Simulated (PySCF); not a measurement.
formaldehyde (CH₂O), SMILES C=O.

Geometry: r2SCAN-D4/def2-TZVPD.

Level of theory: TDA-PBE/def2-TZVPD (PySCF).

Vertical excitations. The molecule is in vacuum. State labels are in the subgroup C2v.

Computed lowest excited states:
```json
[
 {"state": "S1", "symmetry": "A2", "energy (eV)": "3.88", "λ (nm)": "319", "f": "0.000", "main pairs": "HOMO→LUMO 100 %"},
 {"state": "S2", "symmetry": "B2", "energy (eV)": "6.17", "λ (nm)": "201", "f": "0.033", "main pairs": "HOMO→LUMO+1 100 %"},
 {"state": "S3", "symmetry": "A1", "energy (eV)": "7.41", "λ (nm)": "167", "f": "0.075", "main pairs": "HOMO→LUMO+2 99 %"},
 {"state": "S4", "symmetry": "B2", "energy (eV)": "7.51", "λ (nm)": "165", "f": "0.047", "main pairs": "HOMO→LUMO+3 99 %"},
 {"state": "S5", "symmetry": "A2", "energy (eV)": "8.01", "λ (nm)": "155", "f": "0.000", "main pairs": "HOMO→LUMO+4 100 %"},
 {"state": "S6", "symmetry": "B2", "energy (eV)": "8.67", "λ (nm)": "143", "f": "0.017", "main pairs": "HOMO→LUMO+5 96 %"},
 {"state": "S7", "symmetry": "B1", "energy (eV)": "8.97", "λ (nm)": "138", "f": "0.001", "main pairs": "HOMO−2→LUMO 98 %"},
 {"state": "S8", "symmetry": "B2", "energy (eV)": "9.21", "λ (nm)": "135", "f": "0.023", "main pairs": "HOMO→LUMO+6 95 %"},
 {"state": "S9", "symmetry": "A1", "energy (eV)": "9.24", "λ (nm)": "134", "f": "0.002", "main pairs": "HOMO→LUMO+7 75 %, HOMO−1→LUMO 22 %"},
 {"state": "S10", "symmetry": "A2", "energy (eV)": "9.80", "λ (nm)": "126", "f": "0.000", "main pairs": "HOMO−3→LUMO 100 %"},
 {"state": "T1", "symmetry": "A2", "energy (eV)": "3.18", "λ (nm)": "390", "f": "0", "main pairs": "HOMO→LUMO 100 %"},
 {"state": "T2", "symmetry": "B2", "energy (eV)": "5.94", "λ (nm)": "209", "f": "0", "main pairs": "HOMO→LUMO+1 99 %"},
 {"state": "T3", "symmetry": "A1", "energy (eV)": "6.12", "λ (nm)": "203", "f": "0", "main pairs": "HOMO−1→LUMO 99 %"},
 {"state": "T4", "symmetry": "A1", "energy (eV)": "7.19", "λ (nm)": "172", "f": "0", "main pairs": "HOMO→LUMO+2 100 %"}
]
```
Triplets are in the Tamm–Dancoff approximation.
